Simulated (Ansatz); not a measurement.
# CH₅NSi: a spread of methods and bases, part 2 of 2

Ansatz 0.2.0, Gaussian basis; the settings change from run to run.

### Step 7. CAM-B3LYP/cc-pVDZ

Options: atoms shaken by 0.03 Å, density fitting with cc-pVTZ-jkfit, D3(BJ) with three-body dispersion, relativity set to none, the search for lower states set to off.

The input, in.yaml:

```yaml
crystal:
  periodic: [false, false, false]
  atoms:
    - {symbol: N, position_ang: [-1.264144, -0.157241, -1.104032]}
    - {symbol: C, position_ang: [-0.343061, 0.446131, -0.529391]}
    - {symbol: Si, position_ang: [0.700829, -0.419467, 0.802442]}
    - {symbol: H, position_ang: [-1.795567, 0.471007, -1.756667]}
    - {symbol: H, position_ang: [-0.115527, 1.512713, -0.691355]}
    - {symbol: H, position_ang: [0.661509, 0.329447, 2.034977]}
    - {symbol: H, position_ang: [2.137918, -0.394172, 0.316045]}
    - {symbol: H, position_ang: [0.226895, -1.808620, 0.957853]}
basis:
  gaussian: {orbitals: cc-pVDZ, fitting: {mean_field: cc-pVTZ-jkfit}}
hamiltonian: {xc: {name: CAM-B3LYP}, dispersion: d3bjatm, pseudopotentials: {relativity: none}}
scf: {lower_state_search: off}
output: {forces: true}
```

The run is started by

```console
ansatz run in.yaml --threads 2 --pin off --events-out ev --progress --plain --max-ram 4352MiB
```

Log, shortened:

```text
Functional definition: CAM-B3LYP
  name "CAM-B3LYP"
  cite "Yanai, Tew & Handy, Chem. Phys. Lett. 393, 51 (2004) doi:10.1016/j.cplett.2004.06.011"
  cite "Iikura, Tsuneda, Yanai & Hirao, J. Chem. Phys. 115, 3540 (2001) doi:10.1063/1.1383587"
  cite "Becke, Phys. Rev. A 38, 3098 (1988) doi:10.1103/PhysRevA.38.3098"
  cite "Lee, Yang & Parr, Phys. Rev. B 37, 785 (1988) doi:10.1103/PhysRevB.37.785"
  cite "Vosko, Wilk & Nusair, Can. J. Phys. 58, 1200 (1980) doi:10.1139/p80-159"
[...]
  # Exact exchange under (alpha + beta erf(omega r))/r, Becke's under what is left of 1/r.
[...]
429 factors; integrals over basis functions are off by at most 4.5e-2 eV
429 factors; integrals over basis functions are off by at most 4.7e-7 eV
[...]
mean field -10483.53803861 eV, -385.2629169218 hartree, gradient 6.4e-6 eV, S^2 0.000000; 0 other end points of the search recorded, 0 dependent functions left out
[...]
Total energy: -10483.64310135 eV, -385.2667779062 hartree
Atom 0 at    -1.264144    -0.157241    -1.104032 Å, force    -2.223348    -0.767048    -1.511861 eV/Å
Atom 1 at    -0.343061     0.446131    -0.529391 Å, force     1.561833     1.057194     1.438076 eV/Å
Atom 2 at     0.700829    -0.419467     0.802442 Å, force     0.629780    -0.377349    -1.280355 eV/Å
Atom 3 at    -1.795567     0.471007    -1.756667 Å, force     0.482291    -0.448388     0.366645 eV/Å
Atom 4 at    -0.115527     1.512713    -0.691355 Å, force     0.026568     0.329402    -0.178679 eV/Å
Atom 5 at     0.661509     0.329447     2.034977 Å, force    -0.129144     0.493013     0.873239 eV/Å
Atom 6 at     2.137918    -0.394172     0.316045 Å, force    -0.292899    -0.077729     0.173982 eV/Å
Atom 7 at     0.226895    -1.808620     0.957853 Å, force    -0.055081    -0.209095     0.118953 eV/Å
Dipole moment:     0.035282     0.331875    -0.019883 e Å
Checks for a lower state left out: stability, starts, cluster_reference, orbital_swaps, neighbouring_geometries, increment
```

Wall time 0.6 s (2 threads of Arm Neoverse V2, shared host).

Largest force 2.796 eV/Å, dipole 1.61 D.

### Step 8. CCSD/STO-3G

The input, in.yaml:

```yaml
crystal:
  periodic: [false, false, false]
  atoms:
    - {symbol: N, position_ang: [-1.316048, -0.139659, -1.080481]}
    - {symbol: C, position_ang: [-0.349203, 0.466561, -0.524369]}
    - {symbol: Si, position_ang: [0.699229, -0.429229, 0.766190]}
    - {symbol: H, position_ang: [-1.796674, 0.460046, -1.755544]}
    - {symbol: H, position_ang: [-0.096244, 1.510468, -0.770529]}
    - {symbol: H, position_ang: [0.635541, 0.324590, 2.047577]}
    - {symbol: H, position_ang: [2.116980, -0.438841, 0.314390]}
    - {symbol: H, position_ang: [0.198618, -1.811034, 0.946967]}
basis:
  gaussian: {orbitals: STO-3G}
hamiltonian: {xc: {name: HF}}
correlation: {method: ccsd}
```

Same command.

Log, shortened:

```text
Functional definition: HF
  name "HF"
  cite "Fock, Z. Phys. 61, 126 (1930) doi:10.1007/BF01340294"
  parent pbe
[...]
296 factors; integrals over basis functions are off by at most 3.7e-5 eV
[...]
mean field -10329.56743641 eV, -379.6046016559 hartree, gradient 1.6e-6 eV, S^2 0.000000; 0 other end points of the search recorded, 0 dependent functions left out; unrestricted orbitals would lower it
7 core orbitals not correlated: weight in the atoms' cores, before any rotation towards them, 1.000 or more for the frozen orbitals, at most 0.000 for the correlated occupied ones
reference -10329.56743641 eV, -379.6046016559 hartree; 9, 9 occupied and 8, 8 virtual orbitals, 296 factors
second order -4.38033226 eV of doubles, -0.00000000 eV of singles
cycle   1  -5.16287857 eV  change   -7.8e-1 eV  update   7.8e-2
[...]
cycle   8  -5.65451105 eV  change   -1.9e-5 eV  update   1.9e-5
Total energy: -10335.22194746 eV, -379.8124011042 hartree
```

Wall time 0.15 s (2 threads of Arm Neoverse V2, shared host).

T1 0.006.

### Step 9. LC-wPBE/6-31++G**

Set apart from the defaults: charge -1, multiplicity 2, restricted open-shell orbitals, finite nuclei, high accuracy.

Changes to in.yaml since step 8:

```diff
@@ -12,4 +12,7 @@
 basis:
-  gaussian: {orbitals: STO-3G}
-hamiltonian: {xc: {name: HF}}
-correlation: {method: ccsd}
+  gaussian: {orbitals: "6-31++G**", nuclear_model: gaussian}
+total_charge: -1
+magnetization: {spin_polarized: false, initial_magnetization: 1}
+hamiltonian: {xc: {name: LC-wPBE}}
+accuracy: high
+output: {forces: true}
```

Launched as before.

Log, shortened:

```text
Functional definition: LC-wPBE
  name "LC-wPBE"
  cite "Vydrov & Scuseria, J. Chem. Phys. 125, 234109 (2006) doi:10.1063/1.2409292"
  cite "Heyd & Scuseria, J. Chem. Phys. 120, 7274 (2004) doi:10.1063/1.1668634"
  cite "Ernzerhof & Perdew, J. Chem. Phys. 109, 3313 (1998) doi:10.1063/1.476928"
  cite "Perdew, Burke & Ernzerhof, Phys. Rev. Lett. 77, 3865 (1996) doi:10.1103/PhysRevLett.77.3865"
  parent pbe
[...]
1961 factors; integrals over basis functions are off by at most 3.3e-9 eV
572 factors; integrals over basis functions are off by at most 2.7e-9 eV
[...]
mean field -10479.70461968 eV, -385.1220413744 hartree, gradient 3.0e-8 eV, S^2 0.750000; 6 other end points of the search recorded, 0 dependent functions left out
[...]
reference -10479.70461968 eV, -385.1220413744 hartree; 17, 16 occupied and 74, 75 virtual orbitals, 1961 factors
Total energy: -10479.70461968 eV, -385.1220413744 hartree
Atom 0 at    -1.316048    -0.139659    -1.080481 Å, force    -0.068603    -0.390913     0.114115 eV/Å
Atom 1 at    -0.349203     0.466561    -0.524369 Å, force     0.224241     0.118543     0.139049 eV/Å
Atom 2 at     0.699229    -0.429229     0.766190 Å, force    -0.195947     0.300451    -0.299990 eV/Å
Atom 3 at    -1.796674     0.460046    -1.755544 Å, force     0.001424     0.283660    -0.124300 eV/Å
Atom 4 at    -0.096244     1.510468    -0.770529 Å, force    -0.096531    -0.065202    -0.053293 eV/Å
Atom 5 at     0.635541     0.324590     2.047577 Å, force     0.029322    -0.074136     0.079273 eV/Å
Atom 6 at     2.116980    -0.438841     0.314390 Å, force     0.048491    -0.084106     0.056794 eV/Å
Atom 7 at     0.198618    -1.811034     0.946967 Å, force     0.057603    -0.088297     0.088352 eV/Å
Dipole moment:     0.667597    -1.889133     1.405249 e Å
```

Wall time 11 s (2 threads of Arm Neoverse V2, shared host).

Largest force 0.468 eV/Å.

### Step 10. PBEsol/def2-SVP

Options: finite nuclei, D4 dispersion, high accuracy.

Changes to in.yaml since step 9:

```diff
@@ -12,6 +12,4 @@
 basis:
-  gaussian: {orbitals: "6-31++G**", nuclear_model: gaussian}
-total_charge: -1
-magnetization: {spin_polarized: false, initial_magnetization: 1}
-hamiltonian: {xc: {name: LC-wPBE}}
+  gaussian: {orbitals: def2-SVP, nuclear_model: gaussian}
+hamiltonian: {xc: {name: PBEsol}, dispersion: d4}
 accuracy: high
```

The command is unchanged.

Log, shortened:

```text
Functional definition: PBEsol
  name "PBEsol"
  cite "Perdew et al., Phys. Rev. Lett. 100, 136406 (2008) doi:10.1103/PhysRevLett.100.136406"
  cite "Perdew, Burke & Ernzerhof, Phys. Rev. Lett. 77, 3865 (1996) doi:10.1103/PhysRevLett.77.3865"
  parent pbesol
[...]
1623 factors; integrals over basis functions are off by at most 4.0e-9 eV
[...]
mean field -10447.63326458 eV, -383.9434408130 hartree, gradient 5.7e-8 eV, S^2 0.000000; 0 other end points of the search recorded, 0 dependent functions left out
[...]
reference -10447.63326782 eV, -383.9434409324 hartree; 16, 16 occupied and 55, 55 virtual orbitals, 1623 factors
Total energy: -10447.67254877 eV, -383.9448844807 hartree
Atom 0 at    -1.316048    -0.139659    -1.080481 Å, force    -0.422524    -0.992583     0.078738 eV/Å
Atom 1 at    -0.349203     0.466561    -0.524369 Å, force     0.317060    -0.086959     0.308814 eV/Å
Atom 2 at     0.699229    -0.429229     0.766190 Å, force    -0.102129     0.116817    -0.139023 eV/Å
Atom 3 at    -1.796674     0.460046    -1.755544 Å, force    -0.304895     0.448007    -0.458111 eV/Å
Atom 4 at    -0.096244     1.510468    -0.770529 Å, force     0.260633     0.708289    -0.091073 eV/Å
Atom 5 at     0.635541     0.324590     2.047577 Å, force     0.001153     0.181896     0.341987 eV/Å
Atom 6 at     2.116980    -0.438841     0.314390 Å, force     0.375294    -0.010825    -0.095649 eV/Å
Atom 7 at     0.198618    -1.811034     0.946967 Å, force    -0.124591    -0.364643     0.054316 eV/Å
Dipole moment:     0.066128     0.330449    -0.089784 e Å
```

Run time: 2.1 s. Hardware: 2 threads of Arm Neoverse V2, shared host.

Largest force 1.082 eV/Å, dipole 1.68 D.

### Step 11. The runs in one table

| level | charge | multiplicity | geometry | functions | energy (eV) | time |
| --- | --- | --- | --- | --- | --- | --- |
| B97M-V/STO-3G | 1 | 2 | relaxed | 24 | -10352.244 | 3.5 s |
| BHLYP/cc-pVTZ-DK | 0 | 1 | relaxed | 164 | -10502.517 | 11 s |
| wPBEh/def2-mTZVPP | 0 | 1 | relaxed | 95 | -10480.171 | 3.7 s |
| B3LYP/6-31G | 0 | 1 | relaxed | 41 | -10483.477 | 0.65 s |
| r2SCAN/cc-pVTZ | 0 | 3 | relaxed | 164 | -10480.387 | 6 s |
| CAM-B3LYP/cc-pVDZ | 0 | 1 | shaken | 71 | -10483.643 | 0.6 s |
| CCSD/STO-3G | 0 | 1 | relaxed | 24 | -10335.222 | 0.15 s |
| LC-wPBE/6-31++G** | -1 | 2 | relaxed | 91 | -10479.705 | 11 s |
| PBEsol/def2-SVP | 0 | 1 | relaxed | 71 | -10447.673 | 2.1 s |

### Step 12. What came out

What follows sums up all 2 parts.

| quantity | value |
| --- | --- |
| runs | 9 |
| quickest | CCSD/STO-3G, 0.15 s |
| slowest | LC-wPBE/6-31++G**, 11 s |
| spread of total energies, same state and geometry | 167.3 eV |
| dipole, same state and geometry | 1.68 to 2.02 D |

LC-wPBE/6-31++G** took 73 times as long as CCSD/STO-3G. The jobs differ in tasks and options as well as level. The totals spread over 167 eV; they can't be compared across methods or bases. Some of these runs are scalar-relativistic and others not, which shifts the totals of all-electron atoms past neon by eV; core potentials, where a basis has them, take the core out of the total altogether. At the PBE0-D4/def2-TZVP geometry and in the same state, runs without warnings or point charges leave forces up to 1.22 eV/Å (B3LYP/6-31G), against 2.8 eV/Å where the atoms were moved. At that geometry and state the dipole changes by 21 % between the lowest and highest value.
